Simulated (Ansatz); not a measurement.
Results of rVV10 (Ansatz, a quantum-chemistry and plane-wave program, plane waves, PAW) for rhombohedral A7 Bi.

Run with plane-wave cutoff 520 eV, 16×16×16 k mesh, Fermi–Dirac smearing 0.05 eV, scalar-relativistic PAW data made under PBE.

The cell is scaled about its equilibrium volume:

Shape and atoms are relaxed at each volume.

```tsv
V (Å³/atom)	P (GPa)	c (Å)	a (Å)
35.839	1.44	11.827	4.582
36.586	0.67	11.981	4.600
37.333	0.00	12.130	4.618
38.079	-0.55	12.300	4.631
38.826	-1.06	12.461	4.646
```

Note: the bulk modulus comes from volumes at which shape and atoms were relaxed.
